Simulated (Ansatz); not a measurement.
## Cohesive energy of hcp Ti: levels of theory against measurement

Reference value: 4.88 eV/atom (measured, static lattice: zero-point vibration energy added; as tabulated in Mejia-Rodriguez and Trickey (2018), arXiv:1807.09216).

### Question
Which of these levels comes closest to the reference?
A. r²SCAN-D4 (Ansatz, a program for electronic structure)
B. rVV10 (Ansatz)
C. PBE (Ansatz)

### Answer
A, r²SCAN-D4 (Ansatz)

```json
[
 {"level (code)": "PBE (Ansatz)", "value (eV/atom)": "5.28", "cell (Å³/atom)": "17.39", "error (eV/atom)": "+0.40"},
 {"level (code)": "rVV10 (Ansatz)", "value (eV/atom)": "5.50", "cell (Å³/atom)": "17.41", "error (eV/atom)": "+0.62"},
 {"level (code)": "r²SCAN-D4 (Ansatz)", "value (eV/atom)": "4.74", "cell (Å³/atom)": "17.22", "error (eV/atom)": "-0.14"}
]
```

Of the ranked levels r²SCAN-D4 (-0.14 eV/atom) comes nearest. Farthest off among them: rVV10 (+0.62 eV/atom). Within 0.5 eV/atom: PBE, r²SCAN-D4.

Free atoms are spin-polarised, in the lowest state found; at levels without +SOC their spin–orbit coupling is left out.  Each level is taken at its own relaxed cell. Cutoffs differ between the levels. Ansatz's density-functional and Hartree–Fock values are scalar-relativistic unless marked +SOC, with PAW data made under PBE.

Differences are worked out from the printed values.
